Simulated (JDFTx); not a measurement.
Part of a log of JDFTx (a modified build) for CH2F2 (built from difluoromethane), charge +1, multiplicity 2 (PBE, GBRV ultrasoft potentials, plane waves to 20/100 Ha):

```
unit cell volume = 8768.62
Chosen fftbox size, S = [  96  96  96  ]
unit cell volume = 8768.62
Chosen fftbox size, S = [  90  80  84  ]
  'F' pseudopotential, 'SLA  PW   PBX  PBC' functional
  7 valence electrons, 2 orbitals, 4 projectors, 799 radial grid points, with lMax = 1
  'C' pseudopotential, 'SLA  PW   PBE  PBE' functional
  4 valence electrons, 2 orbitals, 4 projectors, 721 radial grid points, with lMax = 1
  'H' pseudopotential, 'SLA  PW   PBX  PBC' functional
  1 valence electrons, 1 orbitals, 2 projectors, 615 radial grid points, with lMax = 0
Initialized 3 species with 5 total atoms.
Folded 1 k-points by 1x1x1 to 1 k-points.
nElectrons:  19.000000   nBands: 10   nStates: 2
average nbasis = 37393.000 , ideal nbasis = 37460.201
Correction to mu due to finite nuclear width = -0.00226307
   Cavity determined by nc: 0.00142 and sigma: 0.707107
   Nonlocal vdW cavity from gaussian model electron density with norm = 16 and sigma = 1.50589 bohr
   Charge asymmetry in cavity with sensitivity pCavity = -31 e-bohr/Eh
   Electrostatic cavity expanded by eta = 3.15 bohrs
   Weighted density cavitation model constrained by Nbulk: 0.001709 bohr^-3, Pvap: 11.7584 kPa, Rvdw: 4.00622 bohr and sigmaBulk: 1.88e-05 Eh/bohr^2 at T: 298 K.
   Weighted density dispersion model using vdW pair potentials with single solvent site with sqrtC6eff: 2.21 SI.
[...]
Will mix electronic density at each iteration.
	Linear fluid (dielectric constant: 38.8, screening length: 4.04053 Bohr) occupying 0.794397 of unit cell:	Completed after 8 iterations
[... later lines of the fluid solver are left out ...]
SCF: Cycle:  0   Etot: -55.191794392301972   dEtot: -3.540e-03   |Residual|: 6.257e-02   |deigs|: 4.143e-04
SCF: Cycle:  1   Etot: -55.194304896174813   dEtot: -2.511e-03   |Residual|: 2.526e-02   |deigs|: 9.635e-03
[... lines cut ...]
SCF: Cycle: 13   Etot: -55.194562460241976   dEtot: -8.176e-08   |Residual|: 8.838e-05   |deigs|: 1.420e-05
SCF: Cycle: 14   Etot: -55.194562472147140   dEtot: -1.191e-08   |Residual|: 6.840e-05   |deigs|: 2.148e-05
SCF: Cycle: 15   Etot: -55.194562493097209   dEtot: -2.095e-08   |Residual|: 4.034e-05   |deigs|: 3.438e-05
SCF: Cycle: 16   Etot: -55.194562496551725   dEtot: -3.455e-09   |Residual|: 3.236e-05   |deigs|: 8.503e-06
SCF: Cycle: 17   Etot: -55.194562499519947   dEtot: -2.968e-09   |Residual|: 2.028e-05   |deigs|: 1.768e-06
SCF: Converged (|Delta E|<1.000000e-08 for 2 iters).

# Energy components:
   A_diel =       -0.0751460257553502
   Eewald =       18.4261894280189615
       EH =       62.2038121535611808
     Eloc =     -153.6454680591511988
      Enl =        7.6959880785219053
      Exc =      -11.4397726710298979
 Exc_core =        0.0336751314348453
       KE =       21.6038963922910447
  MuShift =        0.0022630725885633
-------------------------------------
     Etot =      -55.1945624995199466


	eMin: -1.278137 at state 0 ( [ +0.000000 +0.000000 +0.000000 ] spin 1 )
	HOMO: -0.401688 at state 0 ( [ +0.000000 +0.000000 +0.000000 ] spin 1 )
```

Task: Which solvation model was used?
A. linear PCM (GLSSA13)
B. linear PCM without cavity terms (LA12)
C. SCCS (anion parameters)
D. CANDLE

Result: D, CANDLE. The liquid was acetonitrile (dielectric constant 38.8), 1 M NaCl.
